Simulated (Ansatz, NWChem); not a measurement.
# Worked example: the enthalpy of formation of C2H3F (SMILES C=CF)

C2H3F: 6 atoms, total charge 0, spin state singlet. SMILES: `C=CF`. Geometry: relaxed at PBE0-D4/def2-TZVP.

```xyz
6

C    -0.5362    0.0764   -0.4428
C     0.4900   -0.0163    0.3766
F     0.9662   -1.1924    0.7955
H    -1.0439   -0.8033   -0.8166
H    -0.8802    1.0541   -0.7497
H     1.0461    0.8174    0.7907
```

Total energies at HF/3-21G (NWChem 7.3.0); the atoms run unrestricted:

| species | state | energy (Eh) |
| --- | --- | --- |
| C2H3F | singlet | -175.919272 |
| C | triplet | -37.481070 |
| F | doublet | -98.845009 |
| H | doublet | -0.496199 |

Harmonic wavenumbers at PBE0-D4/def2-TZVP, in cm⁻¹: 488, 737, 892, 948, 973, 1190, 1335, 1410, 1732, 3185, 3213, 3286.

Measured heats of formation of the gaseous atoms at 298.15 K, in kJ/mol: C 716.9, F 79.4, H 218.0. Spin-orbit lowering of the atoms at 298 K (mean of the ground term's levels less their thermal mean, from spectra), in kJ/mol: C 0.02, F 1.29. Take 1 Eh = 2625.50 kJ/mol, 1 cm⁻¹ = 0.0119627 kJ/mol, RT = 2.479 kJ/mol.

Question: What heat of formation follows?

Answer: 
1. Electronic atomisation energy: 2 × (-37.481070) + (-98.845009) + 3 × (-0.496199) − (-175.919272) = 0.623526 Eh = 1637.1 kJ/mol.
2. Zero-point energy: half the sum of the wavenumbers, 9694.5 cm⁻¹ = 116.0 kJ/mol.
3. Thermal vibrational enthalpy, Σ hcν̃/(exp(hcν̃/kT) − 1): 1.3 kJ/mol. Translation, rotation and pV of a non-linear molecule: 4 RT = 9.9 kJ/mol.
4. The 6 free atoms carry 5/2 RT each: 37.2 kJ/mol.
5. Spin-orbit coupling lowers the free atoms by 2 × 0.02 + 1.29 = 1.3 kJ/mol.
6. Atomisation enthalpy at 298 K: 1637.1 − 1.3 − 116.0 − 1.3 − 9.9 + 37.2 = 1545.8 kJ/mol.
7. Sum of the atoms' heats of formation: 2167.2 kJ/mol. Heat of formation: 2167.2 − 1545.8 = +621.4 kJ/mol.

The tabulated value is -142.5 kJ/mol (Active Thermochemical Tables), so this level is off by +763.9 kJ/mol, or 33.1 % of the atomisation enthalpy. Hartree–Fock leaves out correlation, which is larger in the molecule than in the atoms, so it underbinds and puts the heat of formation too high. A basis without polarisation functions underbinds badly. Anharmonicity and any spin-orbit splitting of the molecule are left out.
